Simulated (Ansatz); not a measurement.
Mulliken charges of `C=C=C(O)Cl` from ωB97M-V/def2-TZVPP in Ansatz (PBE0-D4/def2-TZVP geometry).

```tsv
atom	x (Å)	y (Å)	z (Å)	charge (e)
C1	-0.507	1.639	-0.047	-0.189
C2	-0.157	0.389	-0.028	0.030
C3	0.159	-0.872	0.022	0.041
O4	1.279	-1.357	0.598	-0.259
Cl5	-0.916	-2.079	-0.621	-0.065
H6	-0.285	2.280	-0.896	0.122
H7	-1.034	2.094	0.789	0.125
H8	1.553	-2.151	0.127	0.195
```

Problem. By hand: the dipole of these point charges (1 e Å = 4.8032 D).

Solution. Σ q r = (-0.035, 0.273, -0.091) e Å, of length 0.290 e Å = 1.39 D.

Problem. How does the dipole of the full density compare? (Estimate.)

Solution. Ansatz gave: (0.079, 0.033, -0.120) e Å, 0.71 D; the point charges give 1.96 times that, at 66° from its direction.

Point charges leave out the atoms' own dipoles, such as those of lone pairs, and Mulliken's split depends on the basis, so the two needn't agree.
